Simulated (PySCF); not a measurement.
**Bond curve of SO⁻**

Set-up: S aug-cc-pVDZ-DK, O aug-cc-pVDZ-DK; spin-free X2C with a Gaussian nucleus (PySCF 2.14). Energies in eV from S⁻ + O in their ground configurations at the same level. State: ²Π (doublet), unpaired electrons π ↑.

```tsv
R (Å)	B3LYP	PBE
1.386	-2.802	-3.320
1.451	-3.518	-4.062
1.515	-3.923	-4.491
1.564	-4.078	-4.663
1.612	-4.137	-4.739
1.660	-4.123	-4.741
1.725	-4.020	-4.657
1.805	-3.796	-4.456
1.902	-3.443	-4.128
2.031	-2.910	-3.624
```

**Question.** Put a parabola through the three lowest points of the B3LYP curve and estimate Re, k and ωe (reduced mass 10.66 u; 1 eV/Å² = 0.16022 mdyn/Å; ωe = 1302.8·√(k/μ) cm⁻¹).

**Answer.** Through R = 1.564, 1.612, 1.66 Å the second-order coefficient is 15.8 eV/Å², so Re ≈ 1.627 Å, k ≈ 5.08 mdyn/Å and ωe ≈ 899 cm⁻¹. A polynomial fit of higher order to the unrounded B3LYP energies gives Re = 1.626 Å, k = 4.65 mdyn/Å, ωe = 860 cm⁻¹; anharmonicity and rounding make the difference.

The higher-order fit for each curve: B3LYP: Re = 1.626 Å, ωe = 860 cm⁻¹, De = 4.14 eV; PBE: Re = 1.637 Å, ωe = 838 cm⁻¹, De = 4.75 eV.

For an ion De counts to the pair picked by the measured ionisation energies or electron affinities, which need not be the lowest pair at this level. The highest Kohn–Sham level is positive in this anion. Much of that is self-interaction error, but it also means that the finite basis helps to hold the extra electron. The state is the lowest determinant that a PBE0 search found; another state may lie lower at other levels.
